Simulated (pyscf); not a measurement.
HO–Si(F)(F)–O–SiH₃ + water (H₂O) → HO–Si(OH)(F)–F + silanol (HO–SiH₃), a four-centre exchange (singlet surface; O–Si, H–O broken, H–O, O–Si formed). Optimised with ωB97X-D3(BJ)/def2-SVP in PySCF. Energies in kcal/mol from the separated reactants.

Small-basis levels: PySCF, no dispersion term, spherical d functions. 

In single points HF/3-21G puts the saddle at 13.3 kcal/mol and the reaction energy at +9.5 kcal/mol. Should these be trusted to within a few kcal/mol? Compare with ωB97M-D3(BJ)/def2-TZVP.

ωB97M-D3(BJ)/def2-TZVP gives ΔE‡ = 24.7 kcal/mol and ΔE = +3.6 kcal/mol. HF/3-21G lies 11.4 kcal/mol under it in the barrier and 5.9 kcal/mol over it in the reaction energy, so on this step it does not hold to within 3.0 kcal/mol. ωB97M-D3(BJ)/def2-TZVP has limits of its own. On the reactant side the descent ends in a complex (not fully relaxed), 6.3 kcal/mol under the separated species and 31.8 kcal/mol under the saddle at ωB97X-D3(BJ)/def2-TZVP. On the product side the descent ends in a complex (not fully relaxed), 7.4 kcal/mol under the separated species and 28.0 kcal/mol under the saddle at ωB97X-D3(BJ)/def2-TZVP. This is the saddle that the search found; another between the same sides may lie lower.
